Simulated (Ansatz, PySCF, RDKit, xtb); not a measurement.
**[C3H6]−: from the formula to a structure**

Task: start from the formula [C3H6]− (charge -1, odd number of electrons), draw up candidate structures, narrow them down in stages, and characterise the one that lies lowest at 298.15 K.

Plan: many cheap relaxations first (GFN2-xTB), then density-functional screening, relaxation at PBE0-D3(BJ)/def2-SVPD, vibrations and a final energy. The numbers are computed, not measured.

3 further runs of the same task are left out: 3 set aside as unsound or not needed.

### Step 1. Drawing up candidates

All bonding patterns within simple valence rules are listed by program: one Lewis structure each, at most two rings and one unusual centre or charged pair. O–O, O–halogen and N–halogen bonds and N–N–N chains are not drawn. That gives 2 candidates.

```
label        SMILES     spin
 c105  [CH2]C[CH2-]  doublet
 c546   [CH2-][CH]C  doublet
```

Candidates are built by distance geometry, with a force field where one applies, in up to four conformers (letters a to d).

**Question.** With final energies at CCSD(T)/def2-SVPD + MP2/def2-TZVPPD - MP2/def2-SVPD, which structure will this search put lowest in free energy, and by what margin?

| quantity | value |
| --- | --- |
| lowest structure found | [CH2-][CH]C, doublet, C1 |
| next finalist | [CH2]C[CH2-], doublet, 17.8 kcal/mol higher in G |
| share at equilibrium, among the finalists | 100.0 % |
| harmonic wavenumbers, lowest and highest (PBE0-D3(BJ)/def2-SVPD) | 217 and 3141 cm⁻¹ |
| rotational constants, same geometry | 1.421, 0.3025, 0.2653 cm⁻¹ |
| HOMO energy (highest over α and β) (PBE0/def2-TZVPD) | 2.71 eV |
| LUMO energy (lowest over α and β) (PBE0/def2-TZVPD) | 4.33 eV |
| lowest excitation (TD-B3LYP/def2-SVPD) | 0.87 eV (f = 0.025) |
| strongest of the states computed, same level | 2.96 eV (f = 0.104) |
| vertical detachment energy | -1.05 eV |
| vertical quartet less doublet | +3.32 eV |

The lowest structure found is `[CH2-][CH]C`. The margin of 17.8 kcal/mol over the next finalist is beyond the usual error of the last level; it says nothing of structures that weren't ranked. GFN2-xTB, HF/STO-3G, r2SCAN-D4/def2-SVPD, PBE0-D3(BJ)/def2-SVPD, HF/def2-SVPD and MP2/def2-SVPD already put its bonding pattern lowest among the structures in one piece. In an anion, excitations above the detachment energy lie in the continuum and hang on the basis, so they needn't be bound states. The stability test raises a flag; for an open shell a flag towards a general spinor solution can be the free rotation of the spin. Lowest found is not proven lowest: the search is finite, and each finalist counts with one conformer. Patterns outside the rules of the enumeration were met only by chance.
